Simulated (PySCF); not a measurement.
carbon disulfide (CS₂), SMILES S=C=S.

Geometry optimised at PBE0-D3(BJ)/def2-TZVP.

Method: ωB97X/def2-TZVPD (PySCF).

Isolated molecule, no solvent.

Computed frontier levels, gap, dipole moment and polarisability:
- highest occupied level = -9.96 eV
- lowest empty level = -0.05 eV
- orbital gap = 9.92 eV
- dipole moment = 0.000 e·Å
- quadrupole, principal values (traceless, Buckingham form, about the centre of nuclear charge) = -1.55, -1.55, 3.09 D·Å
- mean static polarisability = 55.6 bohr³ (8.24 Å³)
- polarisability, principal values = 36.7, 36.7, 93.3 bohr³
